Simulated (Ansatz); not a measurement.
Input for Ansatz (an electronic-structure program): R-CCSD(T)/aug-cc-pVTZ on C2H4 (SMILES C=C).

Ansatz 0.2 input:
```yaml
crystal:
  periodic: [false, false, false]
  atoms:
    - {symbol: H, position_ang: [-0.92396100, 1.23195600, -1.68478123]}
    - {symbol: H, position_ang: [0.92396100, 1.23195600, -1.68478123]}
    - {symbol: H, position_ang: [0.92396100, -1.23195600, -1.68478123]}
    - {symbol: H, position_ang: [-0.92396100, -1.23195600, -1.68478123]}
    - {symbol: C, position_ang: [0.00000000, 0.66717600, -1.68478123]}
    - {symbol: C, position_ang: [0.00000000, -0.66717600, -1.68478123]}
basis:
  gaussian:
    orbitals: aug-cc-pVTZ
magnetization: {spin_polarized: false}
correlation: {method: ccsd_t, electrons: outside_noble_gas}
scf: {lower_state_search: off}
```

The log:

```
WARN ansatz: RAYON_NUM_THREADS=1 ignored (pool sized by the plan → 1); use --threads N
Functional definition: HF
these checks for a lower state are left out or cut short: stability, starts, cluster_reference, orbital_swaps, neighbouring_geometries, increment
integrals: 0.65 GiB planned
1034 factors; integrals over basis functions are off by at most 8.4e-4 eV
mean field: 0.38 GiB planned
mean field evaluation 1: about -2122.4053 eV, gradient 2.7e1 eV
mean field evaluation 2: about -2122.4065 eV, gradient 2.7e1 eV
mean field evaluation 4: about -2124.2299 eV, gradient 2.0e0 eV
mean field evaluation 8: about -2124.2449 eV, gradient 9.6e-5 eV
mean field -2124.24491595 eV, -78.0645607961 hartree, gradient 1.5e-6 eV, S^2 0.000000; 0 other end points of the search recorded, 0 dependent functions left out
2 core orbitals not correlated
reference -2124.24491595 eV, -78.0645607961 hartree; 6, 6 occupied and 176, 176 virtual orbitals, 1034 factors
second order -9.25060816 eV of doubles, -0.00000000 eV of singles
coupled cluster: 1.02 GiB planned
cycle   1  -9.59038992 eV  change   -3.4e-1 eV  update   6.3e-2
cycle   2  -9.84999117 eV  change   -2.6e-1 eV  update   2.1e-2
cycle   3  -9.89631015 eV  change   -4.6e-2 eV  update   9.2e-3
cycle   4  -9.89511115 eV  change    1.2e-3 eV  update   2.5e-3
cycle   5  -9.89562435 eV  change   -5.1e-4 eV  update   5.9e-4
cycle   6  -9.89560858 eV  change    1.6e-5 eV  update   1.5e-4
cycle   7  -9.89559591 eV  change    1.3e-5 eV  update   3.6e-5
cycle   8  -9.89560834 eV  change   -1.2e-5 eV  update   1.0e-5
perturbative correction -0.42261535 eV, -0.0155308276 hartree
Total energy: -2134.56313964 eV, -78.4437485229 hartree
Checks for a lower state left out: stability, starts, cluster_reference, orbital_swaps, neighbouring_geometries, increment
```

The calculation finished and met its thresholds.

Cost: roughly 14 core-seconds.
